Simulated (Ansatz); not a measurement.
**Al2+ (quartet): from Hartree-Fock to the top rungs, def2-QZVPP**

The task here is to estimate one member of a computed series from the others.

Method: def2-QZVPP, core rule «outside noble gas», up to 10 orbitals frozen; program: Ansatz 0.2.0, Gaussian basis.

The runs, in order: UHF; ROHF; CCSD(T) on UHF.

2 further runs of the same task are left out: 2 set aside as unsound or not needed.

### The geometry

The geometry is a PBE0/def2-TZVP stationary point (not a proven minimum) of the parent state, kept for this charge and spin.

2 atoms, charge 1, spin multiplicity 4.

Atoms are counted from 1 here; the program's logs count them from 0.

Bond lengths: Al1–Al2 2.479 Å.

Set-up of the first run:

The input, in.yaml:

```yaml
crystal:
  periodic: [false, false, false]
  atoms:
    - {symbol: Al, position_ang: [0.000000, 0.000000, 0.000000]}
    - {symbol: Al, position_ang: [0.000000, 0.000000, 2.478843]}
basis:
  gaussian: {orbitals: "def2-QZVPP.json"}
total_charge: 1
magnetization: {spin_polarized: true, initial_magnetization: 3}
hamiltonian: {xc: hf}
output: {orbitals: {seedname: orbitals}}
```

Launch:

```
$ ansatz run in.yaml --threads 1 --pin off --events-out ev --progress --plain --max-ram 4096MiB --backend cpu
```

Steps of the session up to this table: UHF; ROHF; CCSD(T) on UHF.

One of the session's tables, all rows but one given; the rest of the session is left out.

```
  method  from UCCSD(T) (meV)
    ROHF              +2272.7
     UHF                    ?
    UMP2               +566.5
   UCCSD               +113.3
UCCSD(T)                    0
```

**Question.** Estimate the row for UHF.

The run gave: from UCCSD(T) (meV): +2217.1. In the column «from UCCSD(T) (meV)» it lies between UMP2 (+566.5) and ROHF (+2272.7).
